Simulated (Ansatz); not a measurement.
# [OF2]+ (SMILES F[O+]F) at UCCSDT(Q)/STO-3G

What is the vertical doublet–quartet gap of [OF2]+ at UCCSDT(Q)/STO-3G? 

Program for the calculation: Ansatz 0.2.0.

16 further runs of the same task are left out: 13 that didn't finish, 3 set aside as unsound or not needed.

### 1 Starting point

The species is [OF2]+ (3 atoms), meant as a doublet with charge +1. SMILES: `F[O+]F`. The coordinates come from a GFN2-xTB relaxation.

Bond lengths: F1–O2 1.287 Å, O2–F3 1.287 Å. Angles: F1–O2–F3 110.7°.

### 2 The energy at UCCSDT(Q)/STO-3G

in.yaml reads:

```yaml
crystal:
  periodic: [false, false, false]
  atoms:
    - symbol: F
      position_ang: [0.928320, -0.299370, 0.478940]
    - symbol: O
      position_ang: [0.000600, 0.484920, 0.053430]
    - symbol: F
      position_ang: [-0.928920, -0.185540, -0.532380]
basis:
  gaussian:
    orbitals: STO-3G
total_charge: 1
magnetization:
  spin_polarized: true
  initial_magnetization: 1
correlation:
  method: ccsdt_q
  frozen_orbitals: {F: 1, O: 1}
accuracy: high
scf:
  omitted_lower_state_checks: [cluster_reference, increment]
```

Command:

```sh
$ ansatz run in.yaml --threads 1 --pin off --max-ram 2610MiB --events-out events.jsonl --progress --plain --runs-dir runs
```

Output, cut to the lines that bear on the results:

```text
Warning: RAYON_NUM_THREADS=1 ignored (pool sized by the plan → 1); use --threads N
Functional definition: HF
  name "HF"
[...]
250 factors; integrals over basis functions are off by at most 3.9e-8 eV
[...]
mean field -7331.64741778 eV, -269.4330730342 hartree, gradient 2.3e-8 eV, S^2 0.769504; 3 other end points of the search recorded, 0 dependent functions left out
3 core orbitals not correlated: weight in the atoms' cores, before any rotation towards them, 1.000 or more for the frozen orbitals, at most 0.000 for the correlated occupied ones
reference -7331.64741778 eV, -269.4330730342 hartree; 10, 9 occupied and 2, 3 virtual orbitals, 250 factors
second order -2.76534069 eV of doubles, -0.00000000 eV of singles
cycle   1  -3.30445783 eV  change   -5.4e-1 eV  update   9.8e-2
[...]
cycle  31  -4.20975722 eV  change   3.1e-10 eV  update   1.4e-9
perturbative correction -0.01399706 eV, -0.0005143823 hartree
Total energy: -7335.87117205 eV, -269.5882931408 hartree
Checks for a lower state left out: cluster_reference, increment
```

Run time: 1.8 s. Hardware: 1 thread of Arm Neoverse V1, shared host; peak memory 0.099 GiB.

### 3 The quartet at the same level

input.yaml reads:

```yaml
crystal:
  periodic: [false, false, false]
  atoms:
    - symbol: F
      position_ang: [0.928320, -0.299370, 0.478940]
    - symbol: O
      position_ang: [0.000600, 0.484920, 0.053430]
    - symbol: F
      position_ang: [-0.928920, -0.185540, -0.532380]
basis:
  gaussian:
    orbitals: STO-3G
total_charge: 1
magnetization:
  spin_polarized: true
  initial_magnetization: 3
correlation:
  method: ccsdt_q
  frozen_orbitals: {F: 1, O: 1}
accuracy: high
scf:
  omitted_lower_state_checks: [cluster_reference, increment]
```

Command:

```sh
$ ansatz run input.yaml --threads 1 --pin off --max-ram 2610MiB --events-out events.jsonl --progress --plain --runs-dir runs
```

Output:

```text
Warning: RAYON_NUM_THREADS=1 ignored (pool sized by the plan → 1); use --threads N
[... 15 lines left out ...]
3 core orbitals not correlated: weight in the atoms' cores, before any rotation towards them, 1.000 or more for the frozen orbitals, at most 0.000 for the correlated occupied ones
[... 63 lines left out ...]
WARN: these amplitudes may be one of several solutions (largest doubles amplitude 0.63, level shift 0.00 eV)
Total energy: -7328.75618718 eV, -269.3268222696 hartree
Checks for a lower state left out: cluster_reference, increment
```

Wall time 1.1 s (1 thread of Arm Neoverse V1, shared host); peak memory 0.089 GiB.

### 4 What came out

At UCCSDT(Q)/STO-3G, 3 core orbitals frozen:

| quantity | value |
| --- | --- |
| doublet: total energy | -269.58829 Eh |
| doublet: correlation energy (3 core orbitals frozen) | -155.2 mEh |
| doublet: ⟨S²⟩ of the reference determinant | 0.770 |
| doublet: T1 diagnostic | 0.044 |
| quartet: total energy | -269.32682 Eh |
| quartet: correlation energy (3 core orbitals frozen) | -104.1 mEh |
| quartet: ⟨S²⟩ of the reference determinant | 3.756 |
| quartet: T1 diagnostic | 0.109 |
| vertical energy of the quartet above the doublet | 7.115 eV |

What this shows: At this shape the quartet lies 7.11 eV (164 kcal/mol) above the doublet. In a minimal basis such a difference can be off by several eV, whatever the method. The T1 diagnostic (quartet) of 0.109 is above the customary mark for such species, so a single reference may not serve.
